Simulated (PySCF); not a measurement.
Reaction (SMILES): P#P (P2) + 3 [H][H] (H2) → 2 P (PH3)
B3LYP-D3(BJ)/def2-TZVP geometries, fixed; electronic energies without zero-point terms.
Largest species:
```xyz
4

P      0.0029     0.0016     0.1282
H     -0.0038     1.1839    -0.6561
H      1.0120    -0.6137    -0.6568
H     -1.0521    -0.5944    -0.6098
```

Basis-set convergence of the energy of full hydrogenation at PBE0 with PySCF. All functions are spherical. Density fitting with generated auxiliary sets. In sets without p functions on hydrogen, species with hydrogen take exact integrals. No added dispersion term, no relativity. Functions are those of the species that has most. Reference: the value in aug-pcseg-3, -50.12 kcal/mol, itself unsure by roughly 0.16 kcal/mol (its mean distance from aug-cc-pV(Q+d)Z, def2-QZVPPD, pcseg-3). Deviations are taken from unrounded values.

| basis | functions | energy of full hydrogenation (kcal/mol) | minus reference (kcal/mol) |
|---|---|---|---|
| 6-31G* | 36 | -49.37 | 0.75 |
| def2-SVP | 36 | -54.27 | -4.15 |
| cc-pV(D+d)Z | 46 | -54.19 | -4.07 |
| def2-SVPD | 48 | -56.22 | -6.10 |
| 6-311+G** | 60 | -51.67 | -1.55 |
| aug-cc-pV(D+d)Z | 64 | -54.29 | -4.17 |
| aug-cc-pV(T+d)Z | 124 | -50.30 | -0.18 |
| pcseg-3 | 163 | -50.37 | -0.25 |
| aug-cc-pV(Q+d)Z | 227 | -50.27 | -0.14 |

The smallest set listed that lies within 2 kcal/mol of the reference with all its larger relatives (same family, alike in diffuse functions; a set with none counts only in the reference's own line) is 6-311+G** (60 functions, -1.55 kcal/mol off). Inside the window by cancellation, since a larger relative falls out: 6-31G*. Inside, with no larger relative to test it: pcseg-3. (Relatives not listed, tested too: 6-311G** -3.47, 6-311++G(2d,2p) -0.57, 6-311++G(3df,3pd) -1.03 kcal/mol.)
